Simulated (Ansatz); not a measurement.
Predict the output of the script below (Ansatz 0.2.0 through its Python package).

`composite_h3o2si.py`
```python
import itertools

import ansatz as az
from ase import Atoms
from ase.data import atomic_numbers, covalent_radii
import numpy as np

atoms = Atoms(["O", "Si", "O", "H", "H", "H"], positions=[
    (-1.9153, -0.2705, 0.0881),
    (-0.3023, 0.0475, -0.2333),
    (0.5851, -0.3731, 1.1409),
    (0.204, -0.7598, -1.3786),
    (-0.0857, 1.465, -0.5617),
    (1.5563, -0.1732, 0.8983),
])
molecule = az.Crystal.molecule_from_ase(atoms)

calc = (
    molecule.calculation()
    .basis(gaussian="def2-SVP")
    .functional("r2scan")
    .spin("collinear", total=1)
)
symbols = [site.symbol for site in molecule.cartesian_sites]
start = np.array([site.position_ang for site in molecule.cartesian_sites], dtype=float)
data = calc.relax(force_tolerance=0.01).run().report
end = np.array(data["positions_ang"])
radius = [covalent_radii[atomic_numbers[s]] for s in symbols]
span = lambda where, i, j: np.linalg.norm(where[i] - where[j])
bonded = [(i, j) for i, j in itertools.combinations(range(len(symbols)), 2) if min(span(start, i, j), span(end, i, j)) < 1.2 * (radius[i] + radius[j])]
print("pair        before    after (A)")
for i, j in bonded:
    print(f"{symbols[i]}{i}-{symbols[j]}{j}".ljust(10), f"{span(start, i, j):8.4f} {span(end, i, j):8.4f}")

minimum = az.Crystal.molecule()
for symbol, place in zip(symbols, end):
    minimum = minimum.atom(symbol, place.tolist())
at_minimum = minimum.calculation().spin("collinear", total=1)
level = lambda method, basis: at_minimum.basis(gaussian=basis).correlation(method).run().report
small, large, cluster = level("mp2", "cc-pVDZ"), level("mp2", "cc-pVTZ"), level("ccsd_t", "cc-pVDZ")
corr = lambda each: (each["free_energy_ev"] - each["reference_energy_ev"]) / 27.211386246
mp2_limit = (27 * corr(large) - 8 * corr(small)) / 19
pieces = {"HF / cc-pVTZ": large["reference_energy_ev"] / 27.211386246, "MP2 correlation, DZ-TZ limit": mp2_limit, "CCSD(T) - MP2 / cc-pVDZ": corr(cluster) - corr(small)}
for name, value in pieces.items():
    print(f"{name:32s} {value:14.6f} Ha")
print(f"{'sum':32s} {sum(pieces.values()):14.6f} Ha")
print("T1 diagnostic", round(cluster["correlation"]["coupled_cluster"]["t1_diagnostic"], 4))
```

```console
$ python composite_h3o2si.py
pair        before    after (A)
O0-Si1       1.6752   1.6624
Si1-O2       1.6890   1.6529
Si1-H3       1.4899   1.5052
Si1-H4       1.4711   1.4846
O2-H5        1.0208   0.9650
HF / cc-pVTZ                        -440.517024 Ha
MP2 correlation, DZ-TZ limit          -0.604105 Ha
CCSD(T) - MP2 / cc-pVDZ               -0.042497 Ha
sum                                 -441.163626 Ha
T1 diagnostic 0.0185
```

What to keep in mind:
- Total energies depend on the basis set; only differences at equal settings carry meaning.
- The sum leaves out core correlation, relativity, the Hartree-Fock basis error and zero-point energy; a DZ-TZ extrapolation is rough.
- The species is open-shell (spin multiplicity 2).
- Inner cores stay frozen, so this is valence correlation.
- For Al to Cl the sets with a tight d function, cc-pV(X+d)Z, are usual.
- Timing: 2.8 min on 1 thread of Arm Neoverse V1 (shared host), peak memory 0.32 GiB.

(Lines on the test bed's own set-up are left out of the output.)
